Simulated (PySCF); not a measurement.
## Vibration and rotation of P₂

RHF-CCSD(T) constants of P₂, ¹Σg⁺ (singlet), closed shell (basis P def2-TZVPP; no relativity; PySCF 2.14; masses 30.9738 and 30.9738 u):

| Property | Result |
| --- | --- |
| ωe | 776.5 cm⁻¹ |
| ωexe | 2.8 cm⁻¹ |
| Be | 0.29889 cm⁻¹ |
| αe | 0.00143 cm⁻¹ |
| D (centrifugal) | 1.77e-07 cm⁻¹ |
| De to P + P | 4.57 eV |

Q: Estimate the standard entropy (1 bar) and heat capacity of the ideal gas at 1000 K, rigid rotor with B0 and harmonic oscillator at the fundamental.

A: Translation (Sackur–Tetrode, M = 61.95 u): 185.5 J/(mol K). Rotation: q = kT/(σB0) = 1170 with σ = 2, 67.0. Vibration: x = hcν0/kT = 1.11, 7.87. S° = 260.4 J/(mol K); Cp = 7R/2 + 7.51 = 36.6 J/(mol K).

Measured values (Huber and Herzberg, Constants of Diatomic Molecules (1979)): ωe = 780.77 cm⁻¹, ωexe = 2.835 cm⁻¹, Be = 0.30362 cm⁻¹, αe = 0.00149 cm⁻¹.

Correlated steps freeze 10 core orbitals. Where the molecule has an RHF reference, its open-shell atoms are computed with UHF.
